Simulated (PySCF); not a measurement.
**AlF₂: doublet, from a linear start**

Aim: relax AlF₂ as a doublet from a linear start, check by its vibrations whether the end is a minimum, and collect its spectrum and constants.

Method: B3LYP, basis Al def2-TZVP, F def2-TZVP, no relativity, density fitting; program: PySCF 2.14.0.

**1. The starting structure**

3 atoms, charge 0, spin multiplicity 2.

Bond lengths: Al1–F2 1.900 Å, Al1–F3 1.900 Å. Angles: F2–Al1–F3 180.0°.

Coordinates in bohr (charge 0 multiplicity 2):
```
Al    0.0000    0.0000    0.0000
F     0.0000    0.0000    3.5905
F     0.0000    0.0000   -3.5905
```

**2. Finding the electronic state**

One driver script runs all steps and calls PySCF; scf.py shows how it sets up the SCF of each step. The optimiser is the driver's own. After this first run the driver tries any further starts and a stability analysis.

File scf.py:

```python
from pyscf import gto, scf, dft
mol = gto.M(atom='''
Al     0.000000     0.000000     0.000000
F      0.000000     0.000000     1.900000
F      0.000000     0.000000    -1.900000''',
    basis={'Al': 'def2-TZVP', 'F': 'def2-TZVP'},
    charge=0, spin=1)
mf = dft.UKS(mol, xc='B3LYP')
mf.grids.atom_grid = (50, 194)
aux = {'Al': 'def2-universal-JKFIT', 'F': 'def2-universal-JKFIT'}
mf = mf.density_fit(auxbasis=aux)
mf.conv_tol = 1e-08
mf.diis_space = 10
mf.max_cycle = 60
mf.init_guess = 'minao'
mf.verbose = 4
mf.kernel()
```

On the command line:

```bash
$ OMP_NUM_THREADS=4 python axn.py task.json out
```

What it wrote:

```text
init E= -442.083131654076
[... the frontier-level lines of each cycle are left out ...]
cycle= 1 E= -442.106663334881  delta_E= -0.0235  |g|=  0.7  |ddm|= 1.11
cycle= 2 E= -440.716952823616  delta_E= 1.39  |g|=  2.1  |ddm|= 1.37
cycle= 3 E= -442.290683062961  delta_E= -1.57  |g|= 0.0336  |ddm|= 1.01
cycle= 4 E= -442.29087314067  delta_E= -0.00019  |g|= 0.0274  |ddm|= 0.0547
cycle= 5 E= -442.291137939143  delta_E= -0.000265  |g|= 0.0056  |ddm|= 0.0132
cycle= 6 E= -442.291150690216  delta_E= -1.28e-05  |g|= 0.000782  |ddm|= 0.00426
cycle= 7 E= -442.291151379794  delta_E= -6.9e-07  |g|= 0.000222  |ddm|= 0.00149
cycle= 8 E= -442.291151418529  delta_E= -3.87e-08  |g|= 5.28e-05  |ddm|= 0.00035
cycle= 9 E= -442.291151420546  delta_E= -2.02e-09  |g|= 1.41e-05  |ddm|= 7.05e-05
Extra cycle  E= -442.291151420573  delta_E= -2.71e-11  |g|= 2.03e-05  |ddm|= 1.94e-05
converged SCF energy = -442.291151420573  <S^2> = 0.75241745  2S+1 = 2.002416
```

This step, with its further starts and checks, needed 6.6 s of wall time on 4 threads of Arm Neoverse N1, shared host.

The test of internal stability found no lower solution of this spin.

**3. Relaxation: linear start, doublet**

The program finds D∞h symmetry in the start, which this walk keeps. Threshold on the gradient: 0.0003 Eh/bohr, with a further test on the energy change.

scf.py: that of step 2 with these lines changed.

```diff
@@ -15 +14,0 @@
-mf.init_guess = 'minao'
```

Energy and gradient, step by step:

```csv
step,energy (Eh),change (kJ/mol),largest symmetric gradient (Eh/bohr)
0,-442.291151,0.00,0.06135
1,-442.320356,-76.68,0.03096
2,-442.321636,-80.04,0.03487
3,-442.325222,-89.45,0.00529
4,-442.325332,-89.74,0.00093
5,-442.325335,-89.75,0.00003
```

The walk took 10 s.

Geometry (Å) and forces (eV/Å) at some steps:

```
step 0
Al   0.000   0.000   0.000   0.000   0.000   0.000
F    0.000   0.000   1.900   0.000   0.000  -3.155
F    0.000   0.000  -1.900   0.000   0.000   3.155
step 1
Al   0.000   0.000   0.000   0.000   0.000   0.000
F    0.000   0.000   1.742   0.000   0.000  -1.592
F    0.000   0.000  -1.742   0.000   0.000   1.592
step 3
Al   0.000   0.000   0.000   0.000   0.000   0.000
F    0.000   0.000   1.674   0.000   0.000  -0.272
F    0.000   0.000  -1.674   0.000   0.000   0.272
step 5
Al   0.000   0.000   0.000   0.000   0.000   0.000
F    0.000   0.000   1.662   0.000   0.000   0.002
F    0.000   0.000  -1.662   0.000   0.000  -0.002
```

After 5 steps and 89.8 kJ/mol it ends at D∞h: Al–F 1.662 Å (×2); F–Al–F 180.0°.

**4. Frequencies**

On the finer grid the gradient is checked again; gradients at displacements of ±0.02 bohr then give force constants and infrared intensities.

scf.py: that of step 3 with these lines changed.

```diff
@@ -3,3 +3,3 @@
-Al     0.000000     0.000000     0.000000
-F      0.000000     0.000000     1.900000
-F      0.000000     0.000000    -1.900000''',
+Al     0.000000    -0.000000    -0.000000
+F     -0.000000    -0.000000     1.662784
+F      0.000000     0.000000    -1.662784''',
@@ -9 +9 @@
-mf.grids.atom_grid = (50, 194)
+mf.grids.atom_grid = (75, 302)
@@ -12 +12 @@
-mf.conv_tol = 1e-08
+mf.conv_tol = 1e-10
```

The driver hands on the density of the step before, so the log starts near convergence.

SCF at the final geometry:

```text
init E= -442.325264880934
[... the frontier-level lines of each cycle are left out ...]
cycle= 1 E= -442.325264880934  delta_E= 2.27e-13  |g|= 7.72e-07  |ddm|= 6.07e-07
Extra cycle  E= -442.325264880934  delta_E= -2.27e-13  |g|= 1.38e-06  |ddm|= 8.89e-07
converged SCF energy = -442.325264880934  <S^2> = 0.75165592  2S+1 = 2.0016552
```

The whole step took 20 s.

Geometry: D∞h; Al–F 1.663 Å (×2); F–Al–F 180.0°.

Harmonic modes (main isotopes):

```
symmetry  ω (cm⁻¹)  IR (km/mol)  μ (u)     type
      πu      287i          6.6  22.97     bend
     σg+       599          0.0  19.00  stretch
     σu+       917          209  22.97  stretch
```

2 modes are imaginary, the largest at 287i cm⁻¹: a saddle point, not a minimum.

Constants and moments:

| Property | Result |
| --- | --- |
| Dipole moment | 0.00 D |
| Highest occupied level | -5.80 eV |
| Lowest empty level | -3.38 eV |
| Rotational constants | 0.1605 cm⁻¹ |
| Zero-point energy (real modes) | 9.1 kJ/mol |
| Principal polarisabilities | 29.7, 44.6, 44.6 bohr³ |
| Atomisation energy without zero-point energy | 1043 kJ/mol |
| Principal traceless quadrupole moments about the centre of mass | -10.51, 5.25, 5.25 D Å |
| Spin squared ⟨S²⟩ | 0.752 |

Populations by atom (charges in e):

```json
{"atom": "Al1", "Mulliken": "0.57", "Löwdin": "0.09", "polar tensor": "0.46", "spin (Mulliken)": "0.94", "Mayer order to Al1": "–"}
{"atom": "F2,3", "Mulliken": "-0.29", "Löwdin": "-0.04", "polar tensor": "-0.23", "spin (Mulliken)": "0.03", "Mayer order to Al1": "1.12"}
```

Mulliken populations on Al1: s 5.25, p 6.65, d 0.42, f 0.10.

**5. Following the imaginary mode**

The start is the last point, displaced along its most imaginary mode.

The program finds C2v symmetry in the start, which this walk keeps.

scf.py: that of step 4 with these lines changed.

```diff
@@ -3,3 +3,3 @@
-Al     0.000000    -0.000000    -0.000000
-F     -0.000000    -0.000000     1.662784
-F      0.000000     0.000000    -1.662784''',
+Al    -0.120000    -0.000000     0.000000
+F      0.085212     0.000000     1.662784
+F      0.085212     0.000000    -1.662784''',
@@ -9 +9 @@
-mf.grids.atom_grid = (75, 302)
+mf.grids.atom_grid = (50, 194)
@@ -12 +12 @@
-mf.conv_tol = 1e-10
+mf.conv_tol = 1e-08
```

The optimiser's trace:

```csv
step,energy (Eh),change (kJ/mol),largest symmetric gradient (Eh/bohr)
0,-442.328367,0.00,0.01368
1,-442.332597,-11.11,0.01812
2,-442.337946,-25.15,0.01395
3,-442.341586,-34.71,0.03507
4,-442.346068,-46.47,0.01033
5,-442.347119,-49.23,0.00368
6,-442.347480,-50.18,0.00079
7,-442.347483,-50.19,0.00012
```

The walk took 14 s.

Geometry (Å) and forces (eV/Å) at some steps:

```
step 0
Al  -0.120   0.000   0.000  -0.703   0.000   0.000
F    0.085   0.000   1.663   0.352   0.000  -0.405
F    0.085   0.000  -1.663   0.352   0.000   0.405
step 1
Al  -0.197   0.000   0.000  -0.932   0.000   0.000
F    0.124   0.000   1.635   0.466   0.000  -0.298
F    0.124   0.000  -1.635   0.466   0.000   0.298
step 4
Al  -0.461   0.000   0.000   0.005   0.000   0.000
F    0.256   0.000   1.509  -0.002   0.000  -0.531
F    0.256   0.000  -1.509  -0.002   0.000   0.531
step 7
Al  -0.530   0.000   0.000  -0.006   0.000   0.000
F    0.290   0.000   1.435   0.003   0.000   0.004
F    0.290   0.000  -1.435   0.003   0.000  -0.004
```

It settles in C2v symmetry, 50.2 kJ/mol below the start, after 7 steps: Al–F 1.653 Å (×2); F–Al–F 120.5°.

**6. Is it a minimum? Harmonic modes**

The same treatment as at the point before.

scf.py: that of step 5 with these lines changed.

```diff
@@ -3,3 +3,3 @@
-Al    -0.120000    -0.000000     0.000000
-F      0.085212     0.000000     1.662784
-F      0.085212     0.000000    -1.662784''',
+Al    -0.484985    -0.000000     0.000000
+F      0.343216     0.000000     1.430881
+F      0.343216     0.000000    -1.430881''',
@@ -9 +9 @@
-mf.grids.atom_grid = (50, 194)
+mf.grids.atom_grid = (75, 302)
@@ -12 +12 @@
-mf.conv_tol = 1e-08
+mf.conv_tol = 1e-10
```

Log of the central SCF (cycles and frontier levels):

```text
init E= -442.347600706381
[... the frontier-level lines of each cycle are left out ...]
cycle= 1 E= -442.347600706378  delta_E= 2.73e-12  |g|= 2.12e-06  |ddm|= 1.4e-06
Extra cycle  E= -442.347600706378  delta_E= 3.41e-13  |g|= 3.72e-06  |ddm|= 2.32e-06
converged SCF energy = -442.347600706378  <S^2> = 0.75079436  2S+1 = 2.0007942
```

The whole step needed 28 s of wall time on 4 threads of Arm Neoverse N1, shared host.

Geometry: C2v; Al–F 1.653 Å (×2); F–Al–F 119.9°.

Harmonic modes (main isotopes):

```
symmetry  ω (cm⁻¹)  IR (km/mol)  μ (u)     type
      a1       226         34.3  20.89     bend
      a1       743         68.2  20.71  stretch
      b2       889          149  22.40  stretch
```

No imaginary mode, so this is a minimum.

Constants and moments:

| Property | Result |
| --- | --- |
| Dipole moment | 1.89 D |
| Highest occupied level | -6.82 eV |
| Lowest empty level | -3.76 eV |
| Rotational constants | 1.558, 0.2167, 0.1902 cm⁻¹ |
| Zero-point energy | 11.1 kJ/mol |
| Principal polarisabilities | 25.9, 28.7, 33.1 bohr³ |
| Atomisation energy without zero-point energy | 1102 kJ/mol |
| Principal traceless quadrupole moments about the centre of mass | -7.49, 1.77, 5.72 D Å |
| Entropy at 298.15 K and 1 bar (electronic part: spin only) | 265.8 J/(mol K) |
| Heat capacity Cp at 298.15 K | 46.1 J/(mol K) |
| Enthalpy at 298.15 K above 0 K | 11.69 kJ/mol |
| Rotational symmetry number | 2 |
| Spin squared ⟨S²⟩ | 0.751 |

Populations by atom (charges in e):

```
atom  Mulliken  Löwdin  polar tensor  spin (Mulliken)  Mayer order to Al1
 Al1      0.65    0.07          1.08             0.93                   –
F2,3     -0.32   -0.03         -0.54             0.04                1.10
```

Mulliken populations on Al1: s 5.08, p 6.80, d 0.38, f 0.09.

**7. All stationary points**

| spin | group | bonds | imaginary modes (cm⁻¹) | ΔE (kJ/mol) | with zero-point energy |
| --- | --- | --- | --- | --- | --- |
| doublet | C2v | Al–F 1.653 Å (×2) | none | 0.0 | 0.0 |
| doublet | D∞h | Al–F 1.663 Å (×2) | 287i, 287i | 58.6 | – |

**8. What came out**

```
                                          quantity                             value
                                           minimum                      doublet, C2v
                                          geometry  Al–F 1.653 Å (×2); F–Al–F 119.9°
                                wavenumbers (cm⁻¹)      226 (a1), 743 (a1), 889 (b2)
                                     dipole moment                            1.89 D
highest occupied, lowest empty level (either spin)                   -6.82, -3.76 eV
                        polar-tensor charge of Al1                           +1.08 e
                                 zero-point energy                       11.1 kJ/mol
                               entropy at 298.15 K                   265.8 J/(mol K)
         atomisation energy (no zero-point energy)                       1102 kJ/mol
                                              ⟨S²⟩                             0.751
```

In words: From D∞h at the start the molecule goes to a C2v minimum, after a stop at a second-order saddle point 58.6 kJ/mol higher, from which it was pushed off along an imaginary mode. In the infrared the band at 889 cm⁻¹ (b2, stretch) leads. Most of the spin sits on Al1 (Mulliken spin 0.93, against 1 for the whole molecule). Only this shape and spin were tried, so other structures or states may lie lower.

The search up to here took 79 s.
